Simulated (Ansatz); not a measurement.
## Energy profile

The step: AlH₃O ([OH][AlH2]) + CH₄ → CH₅Al ([CH3][AlH2]) + H₂O (still joined by a long Al–O bond); bonds formed: Al1–C6, O2–H5; bonds broken: H5–C6; bonds weakened to dative contacts: Al1–O2 (atoms numbered as in the saddle structure below).

Al1  (-0.747, 0.480, -0.624)
O2  (1.046, 1.023, -0.761)
H3  (-1.144, -0.437, -1.860)
H4  (-1.701, 1.597, -0.034)
H5  (0.887, 0.179, 0.063)
C6  (0.066, -0.682, 0.952)
H7  (1.570, 0.728, -1.511)
H8  (0.751, -1.530, 0.867)
H9  (0.204, -0.206, 1.925)
H10  (-0.932, -1.150, 0.983)
(Å)

Electronic energies by CCSD(T) at an estimated basis limit (MP2 extrapolated from triple and quadruple zeta, plus CCSD(T) − MP2 in triple zeta), on PBE0-D4/def2-TZVP structures; CH₇AlO, closed shell; no counterpoise correction. Program: Ansatz 0.2.0. Basis: def2-TZVPP and def2-QZVPP. Cores are frozen in the correlated methods. Extrapolation: Hartree–Fock as exp(−7.88 √X), correlation as X^−2.97.

(1) Give the profile in kcal/mol, counted from the separated reactants. (To be estimated.)

T1 diagnostic: at most 0.013.

Results:

(1) By the calculation:
```
                                                                                                      point  kcal/mol
 separated: AlH₃O (linked as [OH][AlH2]; Al1, O2, H3, H4, H7; singlet) + CH₄ (H5, C6, H8, H9, H10; singlet)      0.00
                                                                                            start structure     -2.05
                                                                                                     saddle     34.03
                                                                                              end structure     15.94
separated: CH₅Al (linked as [CH3][AlH2]; Al1, H3, H4, C6, H8, H9, H10; singlet) + H₂O (O2, H5, H7; singlet)     35.20
```

For scale, one of the runs: CCSD(T)/def2-TZVPP, 202 basis functions, launched by `ansatz run in.yaml --threads 2 --pin off --events-out ev --progress --plain --max-ram 4352MiB`. The run took 48 s on 2 CPU threads of an Arm Neoverse V1 (shared host), with 2.5 GiB of host memory at its peak.
